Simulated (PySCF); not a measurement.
# Simulated absorption spectrum

C5H9N.
Bonds: C1–C2, C2–C3 (double), C3–C4 (double), C4–C5, C5–N6. Hydrogens: H7, H8, H9 on C1; H10 on C2; H11 on C4; H12, H13 on C5; H14, H15 on N6.

The calculation used PySCF, TDDFT PBE0/def2-SVPD, vertical, gas phase, core orbitals frozen in the response. Isolated species at its GFN2-xTB geometry (one conformer only). Torsions of this conformer, `[CH3:1][CH:2]=[C:3]=[CH:4][CH2:5][NH2:6]`: C3–C4–C5–N6 -111°, H–N6–C5–C4 -58°, H–N6–C5–C4 61°.

Computed states:

| state | E (eV) | f |
| --- | --- | --- |
| S1 | 5.62 | 0.012 |
| S2 | 5.80 | 0.0023 |
| S3 | 6.36 | 0.0056 |
| S4 | 6.58 | 0.187 |
| S5 | 6.75 | 0.162 |
| S6 | 6.88 | 0.020 |
| S7 | 7.00 | 0.064 |
| S8 | 7.26 | 0.0071 |

Each state is given a Gaussian of 0.5 eV full width at half maximum, with ε(max) = 2.175×10⁸ f / Δν̃ (Δν̃ the width in cm⁻¹). The width is an assumption, not a result. The curve ends short of the highest state used, and states not computed would add to its high-energy end.

Task: What does the envelope look like, and where are its maxima?

Result: 
```
λ (nm)  ε (L mol⁻¹ cm⁻¹)
 186.2             19030
 188.1             17797
 190.1             15383
 192.0             12482
 194.0              9321
 196.0              6485
 197.9              4323
 199.9              2668
 201.8              1625
 203.8               964
 205.8               621
 207.7               488
 209.7               472
 211.6               521
 213.6               601
 215.6               681
 217.5               737
 219.5               762
 221.4               750
 223.4               701
 225.4               624
 227.3               535
 229.3               435
 231.2               343
 233.2               257
 235.2               185
 237.1               130
 239.1                87
 241.0                58
 243.0                36
 245.0                22
 246.9                13
 248.9                 8
 250.8                 4
 252.8                 2
 254.8                 1
```

Maxima: 220 nm (5.64 eV), ε about 760, made up of S1 (88%) and S2 (12%) (ε in L mol⁻¹ cm⁻¹; maxima over ε = 5, shares over 10%). At its high-energy end, 6.66 eV, the curve is still rising (ε about 19000, from S4 and S5).

Task: Coming from long wavelengths, where does ε first pass 100 L mol⁻¹ cm⁻¹?

Result: At about 238 nm (5.20 eV), 0.42 eV below S1.

Task: On this curve, what absorbance would a 10⁻⁵ mol/L sample give at 193 nm over a 1 cm path?

Result: 193 nm is 6.424 eV, where ε is about 11000 L mol⁻¹ cm⁻¹, so A = ε c l ≈ 0.11 (Beer–Lambert, with the gas-phase spectrum and the assumed width).

Task: What would ε be at 5.64 eV, the highest of these maxima, with half the width (0.25 eV)?

Result: About 1390 L mol⁻¹ cm⁻¹ against 762, a factor of about 1.8; a lone state at its own centre would give exactly 2.
